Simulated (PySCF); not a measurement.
**Working with the constants of P2**

RHF-CCSD(T) constants of P2, ¹Σg⁺ (singlet), closed shell (PySCF, no relativity, basis sets P 6-31G(d,p); masses 30.9738 and 30.9738 u):

* ωe: 766.7 cm⁻¹
* ωexe: 2.89 cm⁻¹
* Be: 0.29504 cm⁻¹
* αe: 0.00144 cm⁻¹
* D (centrifugal): 1.75e-07 cm⁻¹
* De to P + P: 3.93 eV

Estimate the standard entropy (1 bar) and heat capacity of the ideal gas at 500 K, rigid rotor with B0 and harmonic oscillator at the fundamental.

Translation (Sackur–Tetrode, M = 61.95 u): 171.1 J/(mol K). Rotation: q = kT/(σB0) = 590 with σ = 2, 61.4. Vibration: x = hcν0/kT = 2.19, 3.28. S° = 235.7 J/(mol K); Cp = 7R/2 + 5.66 = 34.8 J/(mol K).

Measured values (Huber and Herzberg, Constants of Diatomic Molecules (1979)): ωe = 780.77 cm⁻¹, ωexe = 2.835 cm⁻¹, Be = 0.30362 cm⁻¹, αe = 0.00149 cm⁻¹.

Correlated steps freeze 10 core orbitals. Correlated levels converge slowly with the basis: in double zeta they bind strong bonds too weakly, by up to about 1 eV, and carry superposition errors of some tenths. Where the molecule has an RHF reference, its open-shell atoms are computed with UHF.
